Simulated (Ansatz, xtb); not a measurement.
Two isomers of C2H4F2

Structure a is `FCCF`, a singlet and structure b is `CC(F)F`, a singlet. Both are isolated molecules in the gas phase, relaxed with PBE0-D3(BJ)/def2-SVP; each stands in its lowest conformer found.

Energies in hartree; the thermal terms are from PBE0-D3(BJ)/def2-SVP harmonic frequencies (ideal gas, rigid rotor, one conformer each, 298.15 K, 1 atm) and include the zero-point energy:

|  | a | b |
| --- | --- | --- |
| E, CCSD(T)/def2-TZVP | −277.926850 | −277.949251 |
| zero-point energy | 0.061593 | 0.060981 |
| H(298 K) − E | 0.066954 | 0.066170 |
| G(298 K) − E | 0.035144 | 0.034336 |

Work out ΔE, ΔE₀, ΔH and ΔG for a → b in kcal/mol (1 Eh = 627.51 kcal/mol) and the equilibrium ratio [b]/[a].

1. ΔE = −277.949251 − (−277.926850) = −0.022401 Eh = −14.06 kcal/mol.
2. ΔE₀ = ΔE + ΔZPE = −0.022401 + (−0.000612) Eh = −14.44 kcal/mol.
3. ΔH = ΔE + (−0.000784) Eh = −14.55 kcal/mol.
4. ΔG = ΔE + (−0.000808) Eh = −14.56 kcal/mol, so ΔS = (ΔH − ΔG)/T = +0.2 J/(mol K).
5. kT = 0.9442 mEh, so K = [b]/[a] = exp(−ΔG/kT) = exp(+24.58) ≈ 4.7 × 10^10.

Structure b is favoured at this temperature. An error of 1 kcal/mol in ΔG would change K by a factor of 5.4. Mirror images and further conformers aren't counted.

As drawn, both hold the same kinds of bond in the same numbers. Structure a has 0 methyl groups, b 1.

Tabulated enthalpies of formation at 298 K (Active Thermochemical Tables, CRC Handbook of Chemistry and Physics) are −450.4 kJ/mol for a and −497.0 kJ/mol for b, so the tabulated ΔH is −11.14 kcal/mol and the calculation departs from it by −3.41 kcal/mol.

Other levels gave ΔE = −6.5 (GFN2-xTB); −11.6 (HF/STO-3G, GFN2-xTB geometries); −16.6 (r2SCAN-D4/def2-SVP, GFN2-xTB geometries); −15.4 (PBE0-D3(BJ)/def2-SVP); −12.7 (HF/def2-TZVP); −14.6 (MP2/def2-TZVP) kcal/mol. The correlated steps freeze 4 core orbitals. Programs: Ansatz 0.2.0, xtb 6.7.1.
